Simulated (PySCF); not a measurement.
PH₃: from structure and modes to constants

Computed with PBE0 in PySCF with P def2-TZVP, H def2-TZVP; no relativity; density-fitted integrals.

The singlet minimum has C3v symmetry. Masses (u): P 30.97376, H 1.00782.

```xyz
4
charge 0 multiplicity 1, angstrom
P     0.0000    0.0689    0.0000
H     0.0000   -0.7054    1.1902
H     1.0307   -0.7054   -0.5951
H    -1.0307   -0.7054   -0.5951
```

Harmonic wavenumbers (cm⁻¹): 1004.4 (a1, ×1), 1134.7 (e, ×2), 2411.0 (a1, ×1), 2423.1 (e, ×2).

**Question.** Find the principal moments of inertia and the rotational constants. What kind of rotor is it?

**Answer.** About the centre of mass I = 3.7925, 3.7925, 4.2827 u Å². With B = 16.8576/I this gives 4.445, 4.445, 3.936 cm⁻¹. The molecule is an oblate symmetric top.

**Question.** What is the harmonic zero-point energy?

**Answer.** Half the sum of all 6 wavenumbers, 10531/2 = 5265 cm⁻¹, which is 63.0 kJ/mol (1 cm⁻¹ = 0.0119627 kJ/mol).

**Question.** Give the standard entropy (298.15 K, 1 bar) by its translational, rotational, vibrational and spin parts, and Cp.

**Answer.** Sackur–Tetrode with M = 34.00 u gives 152.8; rotation with symmetry number 3 gives 56.5; vibration 0.8; spin R ln 1 = 0.0. The total is 210.2 J/(mol K), and Cp = 4 R + 3.7 = 37.0 J/(mol K).
